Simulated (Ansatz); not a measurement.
# SiO2+ (doublet): wave-function methods side by side, cc-pVDZ

One table from this session's results is given with a row withheld; the runs are named, their logs left out.

Method: cc-pVDZ, core rule «outside noble gas», up to 7 orbitals frozen; program: Ansatz 0.2.0, Gaussian basis.

The runs, in order: UHF; CCSD(T) on ROHF; CCSD(T) on UHF; BCCD(T) on ROHF; CISD; CCSDT(Q) on ROHF; CCSDT(Q) on UHF.

29 further runs of the same task are left out: 11 for a known fault of the program, 9 that didn't finish, 9 set aside as unsound or not needed.

### The geometry

The geometry is a PBE0/def2-TZVP stationary point (not a proven minimum) of the parent state, kept for this charge and spin.

3 atoms, charge 1, spin multiplicity 2.

Atoms are counted from 1 here; the program's logs count them from 0.

Bond lengths: Si1–O2 1.506 Å, Si1–O3 1.506 Å. Angles: O2–Si1–O3 180.0°.

Set-up of the first run:

File in.yaml:

```yaml
crystal:
  periodic: [false, false, false]
  atoms:
    - {symbol: Si, position_ang: [0.000000, 0.000000, 0.000000]}
    - {symbol: O, position_ang: [0.000000, 0.000000, -1.506000]}
    - {symbol: O, position_ang: [0.000000, 0.000000, 1.506000]}
basis:
  gaussian: {orbitals: cc-pVDZ}
total_charge: 1
magnetization: {spin_polarized: true, initial_magnetization: 1}
hamiltonian: {xc: hf}
output: {orbitals: {seedname: orbitals}}
```

Launch:

```
$ ansatz run in.yaml --threads 1 --pin off --events-out ev --progress --plain --max-ram 2393MiB
```

Steps of the session up to this table: UHF; CCSD(T) on ROHF; CCSD(T) on UHF; BCCD(T) on ROHF; CISD; CCSDT(Q) on ROHF; CCSDT(Q) on UHF.

One of the session's tables, all rows but one given; the rest of the session is left out.

| method | from RCCSDT(Q) (meV) |
| --- | --- |
| UHF | +12395.0 |
| RMP2 | ? |
| UMP2 | +1667.6 |
| CISD | +2062.0 |
| RCCSD | +756.4 |
| UCCSD | +624.6 |
| RCCSD(T) | +156.1 |
| UCCSD(T) | +158.1 |
| BCCD(T) | +153.7 |
| RCCSDT | +119.2 |
| UCCSDT | +85.1 |
| RCCSDT(Q) | 0 |
| UCCSDT(Q) | -22.7 |

**Question.** Estimate the row for RMP2.

The run gave: from RCCSDT(Q) (meV): +345.9. In the column «from RCCSDT(Q) (meV)» it lies between UCCSD(T) (+158.1) and UCCSD (+624.6).

Left out of the table: ROHF (another determinant or state than the rows shown).

Caveats from the session: The report flags that the cluster equations may have other roots. The program flags RCCSD(T), UCCSD(T), BCCD(T), RCCSDT(Q), UCCSDT(Q) as in doubt, so the zero of the table is itself unsure. Warnings: spin contamination; coupled cluster took another determinant than the lowest. Restricted and unrestricted rows rest on different reference determinants; where their highest levels disagree by more than a few hundredths of an eV, they describe different states and don't form one ladder.
